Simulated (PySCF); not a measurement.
## Computed data sheet: `PP` (P2H4)

Compound: P2H4.
Structure used (PBE0-D3(BJ)/def2-SVP), in Å, numbered top down from 1:
```xyz
6
P2H4 angstrom
P      0.521    0.941   -0.344
P     -0.542   -0.933    0.290
H      1.360    0.957    0.814
H      1.500    0.234   -1.110
H     -1.414   -0.929   -0.844
H     -1.492   -0.224    1.090
```

**PBE0-D3(BJ)/def2-SVP geometry optimisation, gas phase (PySCF)**

```yaml
Point_group: C2h
Rotational_constants_A_B_C: 63.750, 5.747, 5.706 GHz
```

wB97X-D/def2-SVPD ground state and vertical TDDFT (core frozen in the response) (PySCF):

```yaml
Dipole_moment: 0.00 D by symmetry (numerical residue 0.02 D)
HOMO_energy: -8.69 eV
LUMO_energy: 1.42 eV
HOMO–LUMO_gap: 10.11 eV
Lowest_singlet_excitation: 5.76 eV (215 nm, f = 0.223)
Strongest_line_among_the_6_lowest_singlet_transitions: S1 at 5.76 eV (215 nm, f = 0.223)
Static_isotropic_polarisability: 56.8 au
Electronic_spatial_extent_⟨r²⟩_about_the_centre_of_nuclear_charge: 250 bohr²
```

Monoisotopic mass from the formula: 65.9788 u.

In wavenumbers S1 is 46500 cm⁻¹ (1 eV = 8065.54 cm⁻¹). With B = h/(8π²I), that is 505.379 GHz u Å² over I, the principal moments of inertia are 7.9, 87.9 and 88.6 u Å² (most abundant isotopes); the inertial defect Ic − Ia − Ib is -7.2 u Å² (zero for a rigid planar frame, negative otherwise). No computed singlet falls in the visible range (750 to 380 nm, 1.65 to 3.26 eV); S1 lies 2.50 eV above its blue end. Point group C2h forbids a permanent dipole, so the rigid molecule has no electric-dipole pure rotational spectrum. The principal polarisabilities are 48.9, 49.0 and 72.5 au; their mean is the isotropic value. The polarisability is 8.42 Å³ as a volume (1 au = 0.148185 Å³), or 1.67 au for each of the 34 electrons. S1 lies 4.35 eV below the HOMO–LUMO gap; its leading configuration is HOMO→LUMO, weight 0.94. The largest Löwdin shares of the HOMO are 0.42 on P2 and 0.42 on P1.

One conformer stands for the species.
